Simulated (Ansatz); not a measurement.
Results of BLYP (PAW; Ansatz, a first-principles code) for bcc K.

Numerical settings: plane-wave cutoff 520 eV, 16×16×16 k mesh, Fermi–Dirac smearing 0.05 eV, scalar-relativistic PAW data made under PBE.

A third-order Birch–Murnaghan fit to the energies gives V0 = 75.636 Å³/atom, B0 = 3.16 GPa, B′ = 4.0.

```tsv
V (Å³/atom)	P (GPa)
71.092	…
72.605	…
74.117	0.067
75.630	0.000
77.142	-0.060
78.655	…
80.168	…
```

Q: Estimate the withheld pressures from this fit; the answers are the runs' own values.

A: 
- 71.092, P (GPa): 0.222
- 72.605, P (GPa): 0.141
- 78.655, P (GPa): -0.114
- 80.168, P (GPa): -0.164

The formula P = (3/2) B0 (x^(7/3) − x^(5/3)) [1 + (3/4)(B′ − 4)(x^(2/3) − 1)] with x = V0/V meets the computed pressures within 0.01 GPa when these rounded values are put in.

Measured, for comparison: bulk modulus 3.75 GPa (corrected for temperature and zero-point phonon effects; as tabulated in Levämäki et al. (2014), arXiv:1402.3671); equilibrium volume per atom 70.79 Å³/atom (low-temperature or extrapolated to 0 K; zero-point anharmonic expansion removed; as tabulated in Csonka et al. (2009), arXiv:0903.4037). Computed (rounded) less measured: bulk modulus -16 %, equilibrium volume per atom +6.9 %.

Static lattice: no zero-point or thermal effects.
